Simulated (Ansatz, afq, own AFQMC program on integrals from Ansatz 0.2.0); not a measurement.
**Where AFQMC and coupled cluster stand for SbH⁺, quartet**

```xyz
2

Sb    0.0000    0.0000    0.0000
H     0.0000    0.0000    1.7180
```

Basis def2-TZVP with its core potentials. Only valence electrons are correlated. AFQMC by an in-house program on the Cholesky factors that Ansatz 0.2.0 writes for its CCSD(T) run. The CISD trial takes its coefficients from CCSD amplitudes. Released means that phaseless walkers are propagated on without the constraint, phases kept. Error bars are statistical, one sigma. No spin–orbit coupling.

Determinant: UHF, the one that the program's search chose, which needn't be the lowest solution. The geometry is a point of a scan.

Full CI on the same integrals is exact in this basis and with this determinant's frozen core.

Cautions: no spin-orbit coupling; inner d shell frozen; lower spins were not checked.

The T1 diagnostic is 0.0207. The weight of the determinant in the CISD state is 0.943. The ⟨S²⟩ of the determinant is 3.767. The size of the correlated space is 5 electrons in 47 orbitals.

```json
{"level": "MP2", "correlation energy (eV)": "-1.5047"}
{"level": "CCSD", "correlation energy (eV)": "-1.9391"}
{"level": "CCSD(T)", "correlation energy (eV)": "-1.9964"}
```

Problem. Estimate where AFQMC with the constraint released lies against CCSD(T) on the same integrals.

Solution. 15.9 ± 0.5 meV below CCSD(T).

Reference: full CI, correlation energy -2.013 eV. The released energy is read at 2.40 1/Eh (meV from the phaseless value at times in 1/Eh: -0.9 ± 1.0 at 0.24, -1.6 ± 0.8 at 0.51, -2.3 ± 0.6 at 0.99, -3.2 ± 0.6 at 1.62, -2.5 ± 0.5 at 2.40).

```
         level  E − E(reference) (meV)  share of correlation (%)
       CCSD(T)                    16.2                     99.19
         CCSDT                     1.6                     99.92
      CCSDT(Q)                     0.3                     99.98
 ph-AFQMC/CISD               2.9 ± 0.9                     99.86
released AFQMC               0.3 ± 0.5                     99.98
```

CCSDT and higher add their correlation energy to the determinant of the CCSD(T) run, since their own runs factorise the integrals more tightly (a shift of under 2 meV). A walk keeps the symmetry of its determinant, which the program's search chose and which needn't be the lowest solution, so a lower state of the same spin and another symmetry isn't excluded. Released energies are given only where the last usable release times agree within the noise; a slower fall can still hide under it.
